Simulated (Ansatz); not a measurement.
For rock-salt CaO, PBE-D3(BJ) (plane waves, PAW; Ansatz, a first-principles code) gives:

```
Item                      Result
------------------  ------------
lattice constant a       4.783 Å
bulk modulus B0          112 GPa
cohesive energy     5.73 eV/atom
```

Q: What does r²SCAN0 (Ansatz, PAW) give for the same quantities?

A: 
- lattice constant a: 4.779 Å (decreases by 0.1 %)
- bulk modulus: 122 GPa (goes up by 8.9 %)
- cohesive energy: 5.41 eV/atom (shrinks by 0.32 eV/atom)

For comparison: lattice constant a 4.781 Å (measured, zero-point anharmonic expansion removed; as tabulated in Chen et al. (2018), doi:10.1103/physrevmaterials.2.073803); bulk modulus 120 GPa (measured, low temperature, extrapolated to 0 K; as tabulated in Chen et al. (2018), doi:10.1103/physrevmaterials.2.073803); cohesive energy 5.53 ± 0.03 eV/atom (worked out here from tabulated enthalpies at 298 K, copied from a table, unchecked, brought to a static lattice with a Debye model, atoms in their spin–orbit ground levels; inputs from the CRC Handbook).

Changes are worked out from the printed values.

Unless a cell is named, each level is at its own relaxed cell (PBE-D3(BJ) 13.68, r²SCAN0 13.64 Å³/atom).

Ansatz's density-functional and Hartree–Fock values are scalar-relativistic unless marked +SOC, with PAW data made under PBE.
